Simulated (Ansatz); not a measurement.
A run for Ansatz (a first-principles code): R-PBE/def2-TZVPP on hydrogen cyanide (SMILES C#N), atoms moved off the minimum.

Ansatz 0.2 input:
```yaml
crystal:
  periodic: [false, false, false]
  atoms:
    - {symbol: C, position_ang: [0.02884446, 0.01334147, -0.47188175]}
    - {symbol: N, position_ang: [0.00625341, 0.01701996, 0.66522383]}
    - {symbol: H, position_ang: [-0.02150094, -0.01245104, -1.53036138]}
basis:
  gaussian:
    orbitals: def2-TZVPP
hamiltonian:
  xc: {name: PBE}
scf: {lower_state_search: off}
output: {forces: true}
```

Program output:

```
WARN ansatz: RAYON_NUM_THREADS=1 ignored (pool sized by the plan → 1); use --threads N
Functional definition: PBE
these checks for a lower state are left out or cut short: stability, starts, cluster_reference, orbital_swaps, neighbouring_geometries, increment
integrals: 0.01 GiB planned
394 factors; their error is unknown
mean field: 0.12 GiB planned
mean field evaluation 1: about -2535.3489 eV, gradient 4.8e1 eV
mean field evaluation 2: about -2521.0029 eV, gradient 8.8e1 eV
mean field evaluation 4: about -2540.0511 eV, gradient 3.7e0 eV
mean field evaluation 8: about -2540.0801 eV, gradient 3.8e-2 eV
mean field evaluation 16: about -2540.0801 eV, gradient 1.9e-6 eV
mean field -2540.08005691 eV, -93.3462203635 hartree, gradient 1.9e-6 eV, S^2 0.000000; 0 other end points of the search recorded, 0 dependent functions left out
the calculation of the forces begins
reference -2540.08007951 eV, -93.3462211940 hartree; 7, 7 occupied and 69, 69 virtual orbitals, 394 factors
Total energy: -2540.08007951 eV, -93.3462211940 hartree
Atom 0 at     0.028844     0.013341    -0.471882 Å, force    -0.138142    -0.062666    -2.047628 eV/Å
Atom 1 at     0.006253     0.017020     0.665224 Å, force     0.052792     0.041353     2.622154 eV/Å
Atom 2 at    -0.021501    -0.012451    -1.530361 Å, force     0.085351     0.021313    -0.574526 eV/Å
Dipole moment:    -0.006068    -0.007639    -0.606446 e Å
Checks for a lower state left out: stability, starts, cluster_reference, orbital_swaps, neighbouring_geometries, increment
```

The calculation finished and met its thresholds.

Cost: roughly 0.5 core-seconds.
